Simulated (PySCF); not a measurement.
Gas-phase reaction: 2 AlH(CH₃)₂ = 2 AlH + 4 H + C₄H₈ (trans-2-butene)

Method: PySCF energies plus ideal-gas RRHO corrections (1 bar). † marks an energy on the PBE0/def2-TZVP geometry and frequencies; other levels use their own. CCSD(T) freezes the core. 6-31G* has spherical d functions here. Open shells (unrestricted): H (multiplicity 2); the rest are closed-shell singlets. B3LYP is the form with VWN-RPA correlation. Methyl groups turn as free rotors in AlH(CH₃)₂. AlH(CH₃)₂: computed as isolated molecules; such fragments, hydroxides, amides, oligomers or adducts are transient or little studied in the gas. CCSD(T) isn't extrapolated to the basis-set limit. The harmonic model lacks anharmonicity and excited electronic states, which grow with temperature; levels with a mode under 35 cm⁻¹ are left out. Internal rotation in C₄H₈ (trans-2-butene) is treated as a harmonic vibration of one conformer, which makes the entropy rough.

ΔH° and ΔS° at 298 K: B3LYP/6-31G* 1312 kJ, 506 J/K; BLYP/def2-TZVP† 1297 kJ, 504 J/K; CCSD(T)/def2-SVP† 1258 kJ, 504 J/K; HF/6-31G* 1072 kJ, 507 J/K; HF/def2-TZVP† 1096 kJ, 504 J/K; M06-2X/def2-TZVP† 1343 kJ, 504 J/K.

Problem. With the heat capacities included, give log10 K (1 bar) at 600, 800, 1200, 1800, 2500 K from B3LYP/6-31G*, BLYP/def2-TZVP†, CCSD(T)/def2-SVP†, HF/6-31G*, HF/def2-TZVP†, M06-2X/def2-TZVP†.

Solution. 
```
T (K)  B3LYP/6-31G*  BLYP/def2-TZVP†  CCSD(T)/def2-SVP†  HF/6-31G*  HF/def2-TZVP†  M06-2X/def2-TZVP†
-----  ------------  ---------------  -----------------  ---------  -------------  -----------------
600           -87.3            -86.2              -82.8      -66.3          -68.6              -90.2
800           -58.4            -57.6              -55.1      -42.6          -44.5              -60.6
1200          -29.4            -28.9              -27.2      -18.8          -20.1              -30.9
1800           -9.9             -9.7               -8.5       -2.8           -3.8              -11.0
2500            1.0              1.2                2.0        6.2            5.4                0.2
```
